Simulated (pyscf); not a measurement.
PySCF, gas phase, ωB97X-D3(BJ)/def2-SVP geometries.

Question: H₂C=SiH–Cl (SMILES C=[SiH]Cl) + H₂ (SMILES [H][H]) → H₃C–SiH: (SMILES C[SiH]) [singlet] + HCl (SMILES Cl)
Surface: singlet. Broken: Cl–Si, H–H. Formed: C–H, Cl–H. Give ΔE‡ and ΔE from ωB97M-D3(BJ)/def2-TZVP, relative to the separated reactants.

Answer: ΔE‡ = 2.22 eV, ΔE = +0.73 eV. Zero-point energy shifts the barrier by +0.07 eV. It is a concerted two-bond exchange, with an imaginary mode of 1024i cm⁻¹. On the product side the descent ends in a complex (not fully relaxed), 0.32 eV under the separated species and 1.72 eV under the saddle at ωB97X-D3(BJ)/def2-TZVP. At ωB97X-D3(BJ)/def2-TZVP the barrier from the zero used here is 2.31 eV. This saddle turned up in a search for another step; its sides and bond changes are read from the two ends of the descent. The same reactants have a lower exit, to H₃C–SiH₂–Cl (barrier +1.23 eV at ωB97M-D3(BJ)/def2-TZVP, against +2.22 eV here). H₂C=SiH–Cl lies 0.59 eV over its isomer H₃C–Si:–Cl [singlet] (electronic energy, ωB97M-D3(BJ)/def2-TZVP). One saddle was located; it need not be the lowest between these sides.
